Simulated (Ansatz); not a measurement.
# H3Ge–PH2, singlet in cc-pVDZ: errors against RCCSDT(Q)

Geometry: displaced at random from a stationary point.

```xyz
7

Ge    0.0303    0.0012    0.6904
P    -0.0120    0.0096   -1.6172
H     0.6696   -1.2741    1.2112
H     0.7527    1.1731    1.2294
H    -1.5215   -0.0972    1.1396
H    -0.7881   -1.1083   -1.8360
H    -0.9261    0.9247   -1.8060
```

Basis cc-pVDZ; Ansatz 0.2.0. Correlated methods freeze the noble-gas cores and the filled d shells of p-block atoms, which leaves 14 electrons in 51 orbitals. R marks a restricted (for open shells ROHF) determinant. Active spaces: frontier = (8e, 8o) about the gap. No spin–orbit coupling is included, and no scalar relativity.

Full CI isn't at hand for all of this; RCCSDT(Q) serves as the reference, and is uncertain by about the last step of the cluster series.

The UHF ⟨S²⟩ is 0.000 and the T1 diagnostic (RCCSD) is 0.0106. The largest doubles amplitude (RCCSD) is 0.030.

```tsv
level	E − E(RHF) (eV)
RMP2	-6.1805
RCCSD	-7.4378
RCCSD(T)	-7.6214
```

(1) Estimate how far RCCSDT(Q) in cc-pVDZ lies from RCCSD(T). The table doesn't fix it; the size of (T) and the diagnostics are the guide.

(1) RCCSDT(Q) in cc-pVDZ lies 3.7 kJ/mol below RCCSD(T), which is 21 % of the (T) step (-17.7 kJ/mol). The diagnostics are small and one determinant leads, so the series closes fast and only a small part of (T) is left.

The other levels:

| level | E − E(RCCSDT(Q)) (kJ/mol) | share of correlation (%) | wall time |
| --- | --- | --- | --- |
| CISD | 91.1 | 87.68 | 11 s |
| BCCD(T) | 3.6 | 99.52 | 5.5 s |
| RCCSDT | 0.9 | 99.88 | – |
| CASSCF (frontier space) | 591.5 | 19.96 | – |
| MRCISD (frontier space) | 58.8 | 92.04 | – |
| MRCISD+Q (frontier space) | 4.5 | 99.40 | 55 s |

The correlation energy at RCCSDT(Q), counted from RHF, is -7.659 eV. That run took 2 min on 1 thread of Intel Xeon, shared host.

Times hold each run's SCF and search for its determinant on a shared host, so for small cases they say little of a method's own cost; they ran on 1 thread of Intel Xeon.
